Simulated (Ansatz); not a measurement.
# Cerium, fcc under r²SCAN: convergence with the cold (Marzari-Vanderbilt) smearing

How small must the cold (Marzari-Vanderbilt) smearing width be for energy and pressure to settle? The geometry was relaxed under r²SCAN beforehand and stays fixed; 7 values are run, from 0.01 to 1.0 eV. Wanted are the values from which on the energy stays within 10 and 1 meV/atom, and the pressure within 0.5 GPa, of the narrowest run. Within the series other settings stay, but some runs also write fields, which adds to their time. Spin polarisation is left out.

Method: DFT r²SCAN, plane waves with PAW, scalar-relativistic, in Ansatz 0.2.0.

### Step 1. The structure to begin with

Symmetry: Fm-3m, No. 225, cubic system. Conventional cell: a = 4.678 Å, b = 4.678 Å, c = 4.678 Å, α = 90.00°, β = 90.00°, γ = 90.00°. Ce (site symmetry m-3m) has 12 Ce at 3.31 Å as nearest neighbours.

Coordinates:

```cif
data_structure
_symmetry_space_group_name_H-M 'Fm-3m'
_symmetry_Int_Tables_number 225
_cell_length_a 4.6781
_cell_length_b 4.6781
_cell_length_c 4.6781
_cell_angle_alpha 90.000
_cell_angle_beta 90.000
_cell_angle_gamma 90.000
_cell_volume 102.38
loop_
_atom_site_label
_atom_site_type_symbol
_atom_site_symmetry_multiplicity
_atom_site_Wyckoff_symbol
_atom_site_fract_x
_atom_site_fract_y
_atom_site_fract_z
_atom_site_occupancy
Ce1 Ce 4 a 0.00000 0.00000 0.00000 1
```

### Step 2. With a width of 0.01 eV

The run at 0.01 eV.

Input file input.yaml:

```yaml
crystal:
  lattice:
    - [0.0, 2.3390384114, 2.3390384114]
    - [2.3390384114, 0.0, 2.3390384114]
    - [2.3390384114, 2.3390384114, 0.0]
  atoms:
    - { symbol: Ce, position: [0.0, 0.0, 0.0] }
hamiltonian:
  xc: r2scan
  pseudopotentials:
    kind: paw
    azcp:
      Ce: "pseudopotentials/Ce.paw.azcp"
basis:
  ecutwfc: 500
  fft_grid_basis: typed
kpoints:
  mp_grid: { grid: [12, 12, 12], shift: [0, 0, 0] }
magnetization:
  spin_polarized: false
scf:
  occupations: { method: cold, width: 0.01 }
  lower_state_search: "off"
output:
  stress: true
  write_density: true
  write_potential: true
  elf: true
  volumetric_format: npy
```

Launch:

```console
$ ansatz run input.yaml --threads 2 --pin off --max-ram 5120MiB --backend cpu --events-out ev --progress --plain --runs-dir out
```

### Step 3. With a width of 0.03 eV

The run at 0.03 eV.

input.yaml, as its differences from that of step 2:

```diff
@@ -21,3 +21,3 @@
 scf:
-  occupations: { method: cold, width: 0.01 }
+  occupations: { method: cold, width: 0.03 }
   lower_state_search: "off"
@@ -25,5 +25 @@
   stress: true
-  write_density: true
-  write_potential: true
-  elf: true
-  volumetric_format: npy
```

### Step 4. With a width of 0.1 eV

The run at 0.1 eV.

input.yaml, as its differences from that of step 3:

```diff
@@ -21,3 +21,3 @@
 scf:
-  occupations: { method: cold, width: 0.03 }
+  occupations: { method: cold, width: 0.1 }
   lower_state_search: "off"
```

### Step 5. With a width of 0.2 eV

The run at 0.2 eV.

input.yaml, as its differences from that of step 4:

```diff
@@ -21,3 +21,3 @@
 scf:
-  occupations: { method: cold, width: 0.1 }
+  occupations: { method: cold, width: 0.2 }
   lower_state_search: "off"
```

### Step 6. With a width of 0.3 eV

The run at 0.3 eV.

input.yaml, as its differences from that of step 5:

```diff
@@ -21,3 +21,3 @@
 scf:
-  occupations: { method: cold, width: 0.2 }
+  occupations: { method: cold, width: 0.3 }
   lower_state_search: "off"
```

### Step 7. With a width of 0.6 eV

The run at 0.6 eV.

input.yaml, as its differences from that of step 6:

```diff
@@ -21,3 +21,3 @@
 scf:
-  occupations: { method: cold, width: 0.3 }
+  occupations: { method: cold, width: 0.6 }
   lower_state_search: "off"
```

### Step 8. With a width of 1.0 eV

The run at 1.0 eV.

input.yaml, as its differences from that of step 7:

```diff
@@ -21,3 +21,3 @@
 scf:
-  occupations: { method: cold, width: 0.6 }
+  occupations: { method: cold, width: 1.0 }
   lower_state_search: "off"
```

(Steps that only read results are left out.)

**Question.** What will these runs give?

As calculated:

| quantity | value |
| --- | --- |
| E(σ → 0) stays within 10 meV/atom of 0.01 eV | up to 0.3 eV |
| E(σ → 0) stays within 1 meV/atom | up to 0.2 eV |
| pressure stays within 0.5 GPa | up to 0.3 eV |
| pressure at 0.01 eV | -0.46 GPa |
| energy of a separate run on a finer mesh (15×15×15) | +5.7 meV/atom from 0.01 eV |

**Reading.** At 1.0 eV the energy differs by +13.0 meV/atom and the pressure by +2.9 GPa. Over the range F shifts by -115.9 meV/atom, while E(σ → 0) shifts by +13.0. This scheme cancels the term in the square of the width, so F moves little up to 0.2 eV. The mesh (12×12×12) is fixed, so the narrowest widths carry a k-point error of their own. The yardstick itself is unsettled by 5.7 meV/atom against the finer mesh, so the thresholds above hold only within this series, and wider smearing, which averages over more states, can land nearer the fine-mesh value than the narrowest does. The cell taken over is 26 % smaller than the measured one (34.37 Å³/atom, COD), which weighs on all values here. Open f shells have many self-consistent states; this one is what the start led to.
